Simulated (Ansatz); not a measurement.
fcc against bcc along the alkali metals

Method: DFT, PBEsol, plane waves (420 eV) with PAW, scalar-relativistic in Ansatz. The PAW files were generated under PBE, with cores re-solved for the functional.

Each structure is relaxed within its symmetry, in the lowest magnetic state of the tried starts. Differences under about 8 meV lie within the error of the k-point mesh.

| element | E(fcc) − E(bcc) (meV/atom) | V(fcc) (Å³/atom) | V(bcc) (Å³/atom) | state of fcc | state of bcc |
| --- | --- | --- | --- | --- | --- |
| Li | ? | ? | ? | ? | ? |
| Na | 0 | 36.36 | 36.24 | spin not included | spin not included |
| K | -1 | 71.32 | 71.32 | spin not included | spin not included |
| Rb | 0 | 87.10 | 87.10 | spin not included | spin not included |
| Cs | -1 | 110.45 | 110.45 | spin not included | spin not included |

Question: Fill in the row of Li.

Answer: E(fcc) − E(bcc) (meV/atom): -2; V(fcc) (Å³/atom): 20.15; V(bcc) (Å³/atom): 20.17; state of fcc: spin not included; state of bcc: spin not included.
